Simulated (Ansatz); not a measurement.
Cost and result for the atomization energy of `C=CCC=C` (13 atoms, 12 bonds).

Cartesian coordinates in Å:
```
C -0.685 -1.725 -1.464
C -0.806 -0.632 -0.725
C 0.292 0.352 -0.464
C 0.636 0.429 0.992
C 0.508 1.511 1.746
H 0.251 -1.977 -1.953
H -1.515 -2.406 -1.610
H -1.758 -0.414 -0.244
H 1.178 0.060 -1.039
H -0.009 1.347 -0.812
H 0.998 -0.495 1.440
H 0.144 2.447 1.335
H 0.766 1.503 2.799
```

The species carries charge 0 and has multiplicity 1. The structure was optimised at the PBE0-D4/def2-TZVP level. It is one conformer, not always the lowest. Program: Ansatz. All runs use 4 threads of an AMD EPYC 7R43 on a shared host. Times are those of one run each, without the atoms' runs, and a repeat can differ threefold. Electronic energies, without spin–orbit coupling; frozen cores. CCSD(T)/CBS adds CCSD(T) − MP2 in def2-TZVPP to the MP2 limit, and its time is that of the two runs behind it. T1 = 0.011. B3LYP takes the VWN-RPA correlation (the form of Gaussian; ORCA's B3LYP/G).

CCSD(T)/CBS is a level of theory with its own doubt, some kJ/mol a heavy atom from the limit and from the frozen cores, so smaller differences don't rank the functionals.

| level | functions | wall time | atomization (kJ/mol) | difference from CCSD(T)/CBS | per bond |
| --- | --- | --- | --- | --- | --- |
| LDA (SPW92)/def2-TZVPP | 267 | 1.2 s | 6192.0 | 749.1 | 62.4 |
| revPBE-D4/def2-TZVPP | 267 | 1.7 s | 5458.5 | 15.6 | 1.3 |
| PBE0-D4/def2-TZVPP | 267 | 2.4 s | 5498.3 | 55.4 | 4.6 |
| BHLYP-D4/def2-TZVPP | 267 | 2.6 s | 5322.2 | -120.7 | -10.1 |
| r2SCAN-D4/def2-TZVPP (with forces) | 267 | 3.6 s | 5462.5 | 19.6 | 1.6 |
| r2SCANh-D4/def2-TZVPP | 267 | 3.6 s | 5437.4 | -5.5 | -0.5 |
| B3LYP-D4/def2-TZVPP (with forces) | 267 | 4 s | 5462.4 | 19.5 | 1.6 |
| CCSD(T)/def2-SVP | 110 | 4.9 s | 5252.3 | -190.6 | -15.9 |
| PBE-QIDH/def2-TZVPP | 267 | 5 s | 5445.7 | 2.8 | 0.2 |
| ωB97X-V/def2-TZVPP | 267 | 6 s | 5442.9 | 0.0 | 0.0 |
| MP2/def2-QZVPP | 525 | 24 s | 5464.5 | 21.6 | 1.8 |
| CCSD(T)/def2-TZVPP | 267 | 2.2 min | 5326.8 | -116.1 | -9.7 |
| CCSD(T)/CBS(def2) | – | 2.6 min | 5442.9 | 0.0 | 0.0 |

The D4 term adds +35.6 kJ/mol with B3LYP and +18.8 kJ/mol with PBE0; it sums over pairs of atoms, weighted by their polarisabilities, and B3LYP, whose exchange is more repulsive, gets the larger term. From r2SCAN to r2SCAN0 (25 % exact exchange), in def2-TZVPP and without D4, the atomization energy moves by −61.8 kJ/mol: exact exchange takes away binding that semilocal exchange gives to molecules. At CCSD(T), def2-SVP lies −190.7 kJ/mol from the extrapolated value and def2-TZVPP −116.1 kJ/mol: correlation converges slowly with the basis, and small sets miss more of it in the bonded molecule than in its fragments.
